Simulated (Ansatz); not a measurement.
Total energies of BCl2H (BHCl₂) from Ansatz at PBE0-D4/def2-TZVP, gas phase (1 Eh = 27.2114 eV = 2625.5 kJ/mol). The reference geometry is relaxed at r2SCAN-D4/def2-TZVP.

```tsv
state	geometry	energy (Eh)
charge 0 singlet	reference	-945.62156
charge 1 doublet	reference	-945.19338
charge 1 doublet	relaxed at r2SCAN-D4/def2-TZVP	-945.20911
free B atom (doublet)	–	-24.61828
free Cl atom (doublet)	–	-459.99739
free H atom (doublet)	–	-0.50104
```

(1) Work out the vertical ionisation energy to the doublet.

(2) How much does the charge 1 doublet relax, and what is the adiabatic ionisation energy?

(3) What is the binding energy per atom against free atoms?

(1) E(charge 1 doublet) − E(charge 0 singlet) = -945.19338 − (-945.62156) = 0.42818 Eh = 11.65 eV. For comparison, −ε of the highest occupied level is 9.26 eV at this level, 2.39 eV less.

(2) Relaxation: -945.19338 − (-945.20911) = 0.01573 Eh = 0.43 eV. Adiabatic ionisation energy: 0.41245 Eh = 11.22 eV, without zero-point energy. 

(3) Atoms: 1 × (-24.61828) + 2 × (-459.99739) + 1 × (-0.50104) = -945.11410 Eh. Binding: -945.11410 − (-945.62156) = 0.50746 Eh = 13.81 eV, or 3.45 eV for each of 4 atoms (no zero-point energy, no counterpoise term).
